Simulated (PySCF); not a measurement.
Calculation: B3LYP-D3(BJ)/def2-TZVP run with PySCF 2.14.0. All species are isolated molecules in the gas phase. B3LYP has the VWN-RPA correlation part, as in Gaussian. 

Reference species (SMILES): `Cl[Si](Cl)Cl` (neutral, multiplicity 2).

The dipole moment comes out as 0.63 D.

Changed species: `[Cl]` (radical fragment; the reference has radical fragment).

**Question.** Predict the effect on the dipole moment.

**Answer.** the dipole moment falls by 0.63 D, to 0.00 D.
